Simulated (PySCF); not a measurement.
Compound: C4H8N2.
SMILES with atom numbers: `[H]/[N:6]=[C:4](\[CH:3]=[N:2]\[CH3:1])[CH3:5]` (hydrogens: H7, H8, H9 on C1; H10 on C3; H11, H12, H13 on C5; H14 on N6)

Geometry (GFN2-xTB, Å), atoms numbered from 1 in this order:
```xyz
14
C4H8N2 angstrom
C      2.3446   -0.4200    0.2892
N      0.9304   -0.4776    0.1501
C      0.2539    0.5647   -0.0456
C     -1.2123    0.5074   -0.1911
C     -1.8434   -0.8394   -0.0833
N     -1.9385    1.5213   -0.3967
H      2.6038   -0.8341    1.2650
H      2.7617    0.5926    0.1958
H      2.7855   -1.0703   -0.4678
H      0.7061    1.5693   -0.1219
H     -2.9133   -0.7586   -0.2472
H     -1.3975   -1.5096   -0.8143
H     -1.6450   -1.2532    0.9027
H     -1.4367    2.4070   -0.4569
```

Method used: wB97X-D/def2-SVPD in PySCF (dipole) on a GFN2-xTB geometry, gas phase.

Take the most abundant isotopes and a rigid rotor. The values belong to one conformer with, in the numbering `[H]/[N:6]=[C:4](\[CH:3]=[N:2]\[CH3:1])[CH3:5]`, N2–C3–C4–C5 0°.

What are A, B and C (MHz)?

Ia = 58.93, Ib = 242.41, Ic = 295.13 u·Å²; 505379 MHz·u·Å²/I gives A = 8575, B = 2085, C = 1712 MHz.

Classify the top.

An asymmetric top: κ = (2 × 2085 − 8575 − 1712)/(8575 − 1712) = -0.89.

Is it planar, by Δ = Ic − Ia − Ib?

Not planar: Δ = Ic − Ia − Ib = -6.22 u·Å². For a rigid frame Δ = −2 Σ m c², so Σ m c² = 3.11 u·Å² lies off the ab plane, practically all of it from hydrogen. The atom farthest from that plane is 0.90 Å away.

Give the other two planar moments, Paa and Pbb, and the rms extents of the mass along the axes.

Paa = Σ m a² = (Ib + Ic − Ia)/2 = 239.30 and Pbb = Σ m b² = (Ia + Ic − Ib)/2 = 55.83 u·Å². With the mass M = 84.07 u, the rms extents √(P/M) along a, b and c are 1.69, 0.81, 0.19 Å.

Which types of transition are allowed, and where do some lines up to J = 2 fall?

The dipole components are |μa| = 2.62 D, |μb| = 1.00 D, |μc| = 0.02 D. The squared components, which scale the intensities, stand as 1.00 : 0.15 : 0.00 (a : b : c). Some lines, for components of 0.1 D or more:

```tsv
type	branch	J(Ka,Kc)	MHz	lower level (cm⁻¹)
a	Q	1(1,0) ← 1(1,1)	372	0.343
b	R	2(0,2) ← 1(1,1)	1089	0.343
a	Q	2(1,1) ← 2(1,2)	1117	0.584
a	R	1(0,1) ← 0(0,0)	3797	0.000
b	Q	1(1,0) ← 1(0,1)	6863	0.127
a	R	2(1,2) ← 1(1,1)	7222	0.343
b	Q	2(1,1) ← 2(0,2)	7251	0.379
a	R	2(0,2) ← 1(0,1)	7579	0.127
a	R	2(1,1) ← 1(1,0)	7967	0.356
b	R	1(1,1) ← 0(0,0)	10288	0.000
b	R	2(1,2) ← 1(0,1)	13712	0.127
b	Q	2(2,0) ← 2(1,1)	19487	0.621
b	Q	2(2,1) ← 2(1,2)	20588	0.584
b	R	2(2,1) ← 1(1,0)	27438	0.356
b	R	2(2,0) ← 1(1,1)	27826	0.343
```

Stationary, but not proved a minimum. Constants of a rigid frame at the computed geometry: no zero-point averaging, no centrifugal distortion. A rigid rotor knows nothing of internal rotation, which can split or shift real lines. Quadrupole hyperfine structure (14N) is left out.
